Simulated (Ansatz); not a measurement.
Process, species as SMILES: OCl (OH-Cl) → [OH] (OH) + Cl atom
B3LYP-D3(BJ)/def2-TZVP geometries, fixed; electronic energies without zero-point terms.

Basis-set convergence of the bond dissociation energy at wB97M-V with Ansatz (a first-principles code). Cartesian d functions, on some or all atoms, in 6-31G**, 6-31+G*, 6-311G**; all else is spherical. The program fits the integrals of some runs and decomposes those of others, by size. Open shells are unrestricted. The functional holds VV10 correlation; no added dispersion term, no relativity. Functions are those of the species that has most. Reference: the value in pcseg-4, 59.48 kcal/mol, itself unsure by roughly 0.07 kcal/mol (its mean distance from aug-pcseg-3, aug-cc-pV(Q+d)Z, cc-pV(5+d)Z). Deviations are taken from unrounded values.

| basis | functions | bond dissociation energy (kcal/mol) | minus reference (kcal/mol) |
|---|---|---|---|
| 6-31G | 24 | 38.49 | -20.98 |
| pcseg-0 | 24 | 41.43 | -18.05 |
| def2-SV(P) | 34 | 57.59 | -1.89 |
| def2-SVP | 37 | 57.45 | -2.03 |
| 6-31G** | 39 | 56.98 | -2.49 |
| 6-31+G* | 44 | 54.51 | -4.96 |
| 6-311G** | 51 | 53.53 | -5.94 |
| def2-SVPD | 58 | 54.46 | -5.02 |
| aug-cc-pV(D+d)Z | 64 | 57.34 | -2.14 |
| 6-311++G(2d,2p) | 72 | 56.20 | -3.27 |
| def2-TZVP | 74 | 59.21 | -0.27 |
| pcseg-2 | 78 | 58.43 | -1.05 |
| jun-cc-pV(T+d)Z | 101 | 58.93 | -0.54 |
| def2-TZVPPD | 108 | 58.92 | -0.55 |
| cc-pV(Q+d)Z | 149 | 59.72 | 0.25 |
| def2-QZVPP | 157 | 59.36 | -0.12 |
| pcseg-3 | 157 | 59.45 | -0.02 |
| aug-cc-pV(Q+d)Z | 215 | 59.33 | -0.15 |
